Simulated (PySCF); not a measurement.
Constitutional and geometric isomers with formula C2H2O. Isolated molecules, 0 K electronic values unless said otherwise. Strings in code marks are SMILES.

Computed with PBE-D3(BJ)/def2-TZVP // PBE0-D3(BJ)/def2-TZVP in PySCF 2.14.0. All candidates: neutral, multiplicity 1. Excitations are Tamm–Dancoff values on a coarser integration grid. The basis has no diffuse functions, so Rydberg states are missing or too high.

dipole moment: 2.23 D
S1 excitation (TDA): 3.60 eV
LUMO: -1.45 eV

Say which member has these values.
(A) `C1=CO1`
(B) `C=C=O`
(C) `C#CO`

A, `C1=CO1`. The others give `C=C=O`: 1.33 D, 3.91 eV, -2.06 eV; `C#CO`: 1.78 D, 5.52 eV, -0.55 eV
